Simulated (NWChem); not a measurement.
# Correlation energy of diphosphorus (P2)

SMILES: P#P
```xyz
2

P      0.0000     0.0000     0.9455
P      0.0000     0.0000    -0.9455
```
Charge 0, spin multiplicity 1.

All runs are NWChem calculations. All single points use one geometry, from PBE0/def2-SVP, a minimum by its harmonic frequencies.

Basis set: def2-SVP. Each correlation energy counts from its own Hartree-Fock reference.

The correlated methods keep 10 core orbitals frozen. No row is a measurement; the coupled-cluster row has its own basis-set and correlation limits.

For the correlation energy, MP2 gives -224.1 mHa and SCS-MP2 gives -219.5 mHa. What do CCSD, CCSD+T(CCSD), CCSD(T) give?

CCSD: -242.0 mHa; CCSD+T(CCSD): -256.7 mHa; CCSD(T): -256.1 mHa.
